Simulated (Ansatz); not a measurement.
**NH3 (triplet): wave-function methods side by side at distance H1–H2 along a hydrogen transfer = 0.879 Å, cc-pVDZ**

How much of the correlation energy of NH3 (triplet) does each wave-function method recover here?

The runs use Ansatz 0.2.0, Gaussian basis; cc-pVDZ, core rule «outside noble gas», up to 1 orbitals frozen.

Plan: UHF; CCSD(T) on ROHF; CCSD(T) on UHF; BCCD(T) on ROHF; CISD; CCSDT(Q) on ROHF; CCSDT(Q) on UHF; CISDTQ; CCSDTQ on ROHF; CCSDTQ on UHF; CASSCF and MRCISD+Q, 4 electrons in 4 orbitals; CASSCF and NEVPT2, 4 electrons in 4 orbitals; CASSCF and MRCISD+Q, 8 electrons in 7 orbitals; CASSCF and NEVPT2, 8 electrons in 7 orbitals; Full CI.

## 1. The system

The geometry derives from fragments relaxed apart (PBE0/def2-TZVP) and kept rigid, so it is no stationary point. A hydrogen atom is moved between rigid fragments.

4 atoms, charge 0, spin multiplicity 3.

Atoms are counted from 1 here; the program's logs count them from 0.

Bond lengths: H2–N3 1.141 Å, N3–H4 1.040 Å. Angles: H2–N3–H4 105.0°.

## 2. UHF

in.yaml reads:

```yaml
crystal:
  periodic: [false, false, false]
  atoms:
    - {symbol: H, position_ang: [-1.848844, 0.059434, 0.000000]}
    - {symbol: H, position_ang: [-0.969844, 0.059434, 0.000000]}
    - {symbol: N, position_ang: [0.171156, 0.059434, 0.000000]}
    - {symbol: H, position_ang: [0.440238, -0.944792, 0.000000]}
basis:
  gaussian: {orbitals: cc-pVDZ}
magnetization: {spin_polarized: true, initial_magnetization: 2}
hamiltonian: {xc: hf}
output: {orbitals: {seedname: orbitals}}
```

On the command line:

```
> ansatz run in.yaml --threads 1 --pin off --events-out ev --progress --plain --max-ram 2880MiB --backend cpu
```

Further steps of the session: CCSD(T) on ROHF; CCSD(T) on UHF; BCCD(T) on ROHF; CISD; CCSDT(Q) on ROHF; CCSDT(Q) on UHF; CISDTQ; CCSDTQ on ROHF; CCSDTQ on UHF; CASSCF and MRCISD+Q, 4 electrons in 4 orbitals; CASSCF and NEVPT2, 4 electrons in 4 orbitals; CASSCF and MRCISD+Q, 8 electrons in 7 orbitals; CASSCF and NEVPT2, 8 electrons in 7 orbitals; Full CI.

**Question.** What will the summary of the whole plan be? Wanted: FCI below the RHF energy; RMP2 from FCI; UMP2 from FCI; RCCSD from FCI; RCCSD(T) from FCI; UCCSD(T) from FCI; RCCSDT(Q) from FCI; UCCSDT(Q) from FCI; NEVPT2 pair from FCI.

As calculated:

```
                         quantity                                                                                                                         value
         FCI below the RHF energy                                                                                                                    -5.3096 eV
                    RMP2 from FCI                                                                                                                    +717.3 meV
                    UMP2 from FCI                                                                                                                    +799.2 meV
                   RCCSD from FCI                                                                                                                    +118.1 meV
                RCCSD(T) from FCI                                                                                                                     +20.2 meV
                UCCSD(T) from FCI                                                                                                                     +19.5 meV
               RCCSDT(Q) from FCI                                                                                                                      +0.2 meV
               UCCSDT(Q) from FCI                                                                                                                      -0.7 meV
             NEVPT2 pair from FCI                                                                                                                    +697.9 meV
           MRCISD+Q pair from FCI                                                                                                                     +16.5 meV
          NEVPT2 valence from FCI                                                                                                                    +688.7 meV
levels within 1 kcal/mol (43 meV)  RCCSD(T), UCCSD(T), BCCD(T), RCCSDT, UCCSDT, CISDTQ, RCCSDT(Q), UCCSDT(Q), RCCSDTQ, UCCSDTQ, MRCISD+Q pair, MRCISD+Q valence
                    T1 diagnostic                                                                                                                         0.024
   effectively unpaired electrons                                                                                                                          2.03
```

In words: RCCSD(T) lands +20.2 meV from the yardstick (0.4 % of the correlation energy). One determinant dominates. Of the multireference levels listed MRCISD+Q valence comes nearest in total energy (+5.2 meV), which doesn't show that its space is the better one. These misses are within one basis, not against nature; the frozen cores of restricted and unrestricted runs differ, which can shift their rows.
